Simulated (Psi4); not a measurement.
**A ladder of methods for BSiNH8 (SMILES [BH3-][NH2+][SiH3])**

The species is BSiNH8 (11 atoms), meant as a singlet with charge 0. As SMILES, `[BH3-][NH2+][SiH3]`. The shape was relaxed beforehand at PBE0/def2-TZVP.

Quantity: the dipole moment, in D. The values are calculated.

```json
{"level": "PBE-D4/def2-TZVPP (density fitting)", "kind": "GGA", "program": "Psi4", "value (D)": "4.49", "CPU time": "2.5 min"}
{"level": "r2SCAN-D4/def2-TZVPP (density fitting)", "kind": "meta-GGA", "program": "Psi4", "value (D)": "4.55", "CPU time": "7 min"}
{"level": "B3LYP-D4/def2-TZVPP (density fitting)", "kind": "global hybrid", "program": "Psi4", "value (D)": "4.57", "CPU time": "2.2 min"}
{"level": "PBE0-D4/def2-TZVPP (density fitting)", "kind": "global hybrid", "program": "Psi4", "value (D)": "4.57", "CPU time": "2.4 min"}
```

The values span 4.49 to 4.57 D. Magnitudes only. CPU times are rough (shared hosts, several kinds of processor): they show what a rung costs within a factor of a few.
